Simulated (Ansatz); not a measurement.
**Smallest direct gap on the k points sampled of BaCuTeF (P4/nmm, No. 129; structure not from a measured cell) at several levels of theory**

No measured value is used here.

| level (code) | value (eV) |
|---|---|
| LDA (Ansatz) | [?] |
| PBEsol (Ansatz) | [?] |
| PBEsol+SOC (Ansatz) | 0.67 |
| r²SCAN (Ansatz) | 1.17 |
| r²SCAN+SOC (Ansatz) | 1.00 |
| HSE06+SOC (Ansatz) | 1.63 |

Q: Complete the blanks.

A: 
- LDA (Ansatz, an electronic-structure program), value (eV): 0.83
- PBEsol (Ansatz), value (eV): 0.85

Computed values are for a static lattice. Levels without +SOC have no spin–orbit coupling; where heavier elements are present it shifts gaps, mostly down, and can invert bands.  Values are at the PBEsol cell. Cutoffs and k meshes differ between the levels. Ansatz's density-functional and Hartree–Fock values are scalar-relativistic unless marked +SOC, with PAW data made under PBE.
